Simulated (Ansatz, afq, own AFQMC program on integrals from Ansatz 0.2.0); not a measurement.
# Where AFQMC and coupled cluster stand for H2Br, doublet

```xyz
3

Br    0.0000    0.0000   -1.3130
H     0.0000    0.0000    0.1860
H     0.0000    0.0000    1.1270
```

Basis cc-pVTZ. Noble-gas cores (and the filled d shells of Ga–Kr and In–Xe) are frozen. Integrals, coupled cluster, full CI and functionals: Ansatz 0.2.0; the random walks run on the same integrals in our own AFQMC program. The CISD trial takes its coefficients from CCSD amplitudes. Released means that phaseless walkers are propagated on without the constraint, phases kept. ± is one standard error of the sampling. No spin–orbit coupling.

Determinant: UHF, the one that the program's search chose, which needn't be the lowest solution. The geometry is a point of a scan.

No full CI on the walks' own integrals is used here; CCSDT(Q) serves as the reference and is uncertain by about the last step of the cluster series.

Cautions: no relativity below Rb; no spin-orbit coupling; inner d shell frozen; the released energies move by 1.5 errors or more from one time to the next, so no released level is given (meV from the phaseless value at times in 1/Eh: -2.5 ± 2.1 at 0.24, -2.4 ± 2.0 at 0.51, -3.3 ± 1.9 at 0.99, -9.0 ± 1.8 at 1.62, 1.0 ± 2.4 at 2.40).

- T1 diagnostic: 0.0136
- weight of the determinant in the CISD state: 0.910
- ⟨S²⟩ of the determinant: 0.786
- size of the correlated space: 9 electrons in 57 orbitals

```csv
level,correlation energy (eV)
MP2,-4.9621
CCSD,-5.6058
CCSD(T),-5.7958
```

Task: Estimate where phaseless AFQMC with a CISD trial lies against CCSD(T) on the same integrals.

Result: 20.2 ± 2.7 meV below CCSD(T).

Reference: CCSDT(Q), correlation energy -5.820 eV.

```json
{"level": "CCSD(T)", "E − E(reference) (meV)": "24.3", "share of correlation (%)": "99.58"}
{"level": "CCSDT", "E − E(reference) (meV)": "6.8", "share of correlation (%)": "99.88"}
{"level": "ph-AFQMC/CISD", "E − E(reference) (meV)": "4.2 ± 2.7", "share of correlation (%)": "99.93"}
```

A walk keeps the symmetry of its determinant, which the program's search chose and which needn't be the lowest solution, so a lower state of the same spin and another symmetry isn't excluded.
